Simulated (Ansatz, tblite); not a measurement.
Spin states of C3H2, each relaxed with r2SCAN-D4/def2-TZVP in Ansatz. Electronic energies in the gas phase.

The xTB rows come from tblite. B3LYP takes the VWN-RPA correlation. Correlated methods freeze 3 core orbitals. In CCSD on the charge 0 triplet the largest single amplitude is 0.16, so its Hartree–Fock determinant may place the open shell otherwise than the density functionals do. The structure comes from a short search, and lower isomers may exist.

Singlet geometry (C2v within 0.1 Å):

```xyz
5

C    -0.268    0.598    0.092
C     0.219   -0.622   -0.048
C     0.842    0.425   -0.769
H     0.193   -1.675    0.193
H    -0.986    1.275    0.532
```

Triplet geometry:

Cartesian coordinates in Å:
```
C 0.5094 -0.2159 -0.3673
C -0.5145 0.2307 0.3509
C 0.2827 -0.8329 0.9210
H -1.3337 0.9302 0.3858
H 1.0561 -0.1121 -1.2904
```

Quintet geometry (C2 within 0.1 Å):

```xyz
5

C    -0.531    0.129   -0.522
C     0.600    0.192    0.418
C    -0.229   -1.068    0.347
H     0.452    0.769    1.341
H    -0.292   -0.022   -1.584
```

⟨S²⟩: triplet 2.01 at PBE0-D4/def2-TZVP (pure 2.00), quintet 6.01 at PBE0-D4/def2-TZVP (pure 6.00).

Only these spin states were relaxed.

Q: Estimate which spin state lies lowest at each of these levels, and by how much: GFN1-xTB; GFN2-xTB; HF/6-31G; HF/def2-TZVP; HF/def2-TZVPP; LDA (SPW92)/def2-TZVP; PBE-D4/def2-TZVP; r2SCAN-D4/def2-TZVP; B3LYP-D4/6-31G; PBE0-D4/def2-TZVP; BHLYP-D4/def2-TZVP; CAM-B3LYP-D4/def2-TZVP; ωB97M-V/def2-TZVP; RPA@PBE/def2-TZVP; MP2/def2-TZVP; MP2/def2-TZVPP; CCSD/def2-TZVPP; CCSD(T)/def2-TZVPP.

A: 
```json
{"level": "GFN1-xTB", "triplet − singlet (kcal/mol)": "79.2", "quintet − singlet (kcal/mol)": "162.8", "lowest of these": "singlet", "remarks": "–"}
{"level": "GFN2-xTB", "triplet − singlet (kcal/mol)": "81.7", "quintet − singlet (kcal/mol)": "165.9", "lowest of these": "singlet", "remarks": "–"}
{"level": "HF/6-31G", "triplet − singlet (kcal/mol)": "47.8", "quintet − singlet (kcal/mol)": "91.9", "lowest of these": "singlet", "remarks": "spin-contaminated (⟨S²⟩ 2.19) (triplet)"}
{"level": "HF/def2-TZVP", "triplet − singlet (kcal/mol)": "58.9", "quintet − singlet (kcal/mol)": "105.2", "lowest of these": "singlet", "remarks": "–"}
{"level": "HF/def2-TZVPP", "triplet − singlet (kcal/mol)": "58.9", "quintet − singlet (kcal/mol)": "105.1", "lowest of these": "singlet", "remarks": "–"}
{"level": "LDA (SPW92)/def2-TZVP", "triplet − singlet (kcal/mol)": "68.8", "quintet − singlet (kcal/mol)": "144.0", "lowest of these": "singlet", "remarks": "–"}
{"level": "PBE-D4/def2-TZVP", "triplet − singlet (kcal/mol)": "66.1", "quintet − singlet (kcal/mol)": "134.8", "lowest of these": "singlet", "remarks": "–"}
{"level": "r2SCAN-D4/def2-TZVP", "triplet − singlet (kcal/mol)": "63.4", "quintet − singlet (kcal/mol)": "126.3", "lowest of these": "singlet", "remarks": "–"}
{"level": "B3LYP-D4/6-31G", "triplet − singlet (kcal/mol)": "63.2", "quintet − singlet (kcal/mol)": "130.7", "lowest of these": "singlet", "remarks": "–"}
{"level": "PBE0-D4/def2-TZVP", "triplet − singlet (kcal/mol)": "67.0", "quintet − singlet (kcal/mol)": "133.8", "lowest of these": "singlet", "remarks": "–"}
{"level": "BHLYP-D4/def2-TZVP", "triplet − singlet (kcal/mol)": "71.5", "quintet − singlet (kcal/mol)": "137.3", "lowest of these": "singlet", "remarks": "–"}
{"level": "CAM-B3LYP-D4/def2-TZVP", "triplet − singlet (kcal/mol)": "71.0", "quintet − singlet (kcal/mol)": "140.2", "lowest of these": "singlet", "remarks": "–"}
{"level": "ωB97M-V/def2-TZVP", "triplet − singlet (kcal/mol)": "75.9", "quintet − singlet (kcal/mol)": "147.5", "lowest of these": "singlet", "remarks": "–"}
{"level": "RPA@PBE/def2-TZVP", "triplet − singlet (kcal/mol)": "71.1", "quintet − singlet (kcal/mol)": "139.2", "lowest of these": "singlet", "remarks": "–"}
{"level": "MP2/def2-TZVP", "triplet − singlet (kcal/mol)": "76.9", "quintet − singlet (kcal/mol)": "145.8", "lowest of these": "singlet", "remarks": "–"}
{"level": "MP2/def2-TZVPP", "triplet − singlet (kcal/mol)": "76.9", "quintet − singlet (kcal/mol)": "145.6", "lowest of these": "singlet", "remarks": "–"}
{"level": "CCSD/def2-TZVPP", "triplet − singlet (kcal/mol)": "70.5", "quintet − singlet (kcal/mol)": "136.9", "lowest of these": "singlet", "remarks": "–"}
{"level": "CCSD(T)/def2-TZVPP", "triplet − singlet (kcal/mol)": "71.0", "quintet − singlet (kcal/mol)": "139.2", "lowest of these": "singlet", "remarks": "–"}
```

Change of the quintet − singlet gap on mixing in exact exchange, in kcal/mol: PBE to PBE0 (25 % exact exchange) -1.0. The xTB methods have no term that favours high spin, so they put low spin too low.
